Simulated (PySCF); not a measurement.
Geometry:
| atom | x (Å) | y (Å) | z (Å) |
| --- | --- | --- | --- |
| O1 | 0.002 | -1.120 | -1.066 |
| S2 | -0.036 | -0.213 | 0.039 |
| O3 | -0.034 | -0.613 | 1.412 |
| F4 | -1.297 | 0.727 | -0.171 |
| Cl5 | 1.377 | 1.223 | -0.232 |

Geometry: PBE0-D3(BJ)/def2-SVP; GIAO absolute shieldings from PySCF, gas phase, non-relativistic, averaged over equivalent atoms.

At PBE0/pcSseg-1 (99 basis functions, 7.4 s wall time on 1 thread of an Arm Neoverse V1, shared host):
```json
{"atoms": "O1/O3", "σ (ppm)": "-8.5"}
{"atoms": "S2", "σ (ppm)": "164.2"}
{"atoms": "F4", "σ (ppm)": "34.7"}
{"atoms": "Cl5", "σ (ppm)": "257.5"}
```

Task: Estimate the result of repeating the calculation with B3LYP/pcSseg-2.

Result: 
```
atoms  σ at B3LYP/pcSseg-2  change
O1/O3                 -2.4    +6.1
   S2                130.3   -33.9
   F4                 28.6    -6.1
  Cl5                232.6   -24.9
```

The largest change is at S2 (sulfonyl sulfur). Cost: 194 basis functions, 14 s wall time on 1 thread of an Arm Neoverse V1, shared host.
